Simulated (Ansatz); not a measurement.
We consider corundum (α-Al2O3), described by r²SCAN+rVV10 (plane waves, PAW; Ansatz, an electronic-structure program).

Numerical settings: plane-wave cutoff 500 eV, 10×10×10 k mesh, Fermi–Dirac smearing 0.05 eV, scalar-relativistic PAW data made under PBE.

Cell (relaxed at this level):

Al₂O₃ has the trigonal space group R-3c, hexagonal axes (No. 167), the corundum structure, Pearson symbol hR10. Cell: a = b = 4.7524 Å, c = 12.9708 Å, α = β = 90.00°, γ = 120.00°. Al on 12c is surrounded by 3 O at 1.853 Å and 3 O at 1.967 Å (octahedral). O on 18e has 2 Al at 1.853 Å and 2 Al at 1.967 Å. (Neighbours: up to the widest gap in distance over summed covalent radii, below 1.35, at either atom; cation-cation and far metal-metal contacts left out.)
(The calculation used a cell of 10 atoms; values per cell refer to that cell.)

Problem. What does this level give for the band gap?

Solution. 
- band gap: 7.14 eV (on the SCF k mesh)

Computed values are for the static lattice.

The result took around 2.7 core-minutes (rough).
